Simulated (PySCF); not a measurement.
## Name the molecule from its bond curve

A diatomic of charge 0 contains N. Its triplet curve at PBE0 in a triple-zeta basis (no relativity, PySCF), in eV from the separated fragments:

R (Å), E (eV) and a bar:
```
    1.541     -1.670 #############################
    1.613     -2.201 #############
    1.685     -2.488 ####
    1.738     -2.587 #
    1.792     -2.613 
    1.846     -2.585 #
    1.917     -2.487 ####
    2.007     -2.301 ##########
    2.115     -2.027 ##################
    2.258     -1.633 ##############################
```

The fit gives ωe = 750 cm⁻¹ and the rotational constant Bₑ = 0.5716 cm⁻¹.

Q: Which atom is the partner?

A: The minimum lies at 1.789 Å, so the reduced mass is 16.8576 u Å² cm⁻¹/(Bₑ·Re²) = 9.215 u. With N at 14.00 u the partner weighs about 27.0 u: Al. The molecule is AlN.

The state was picked by a PBE0 search and need not be the measured ground state.
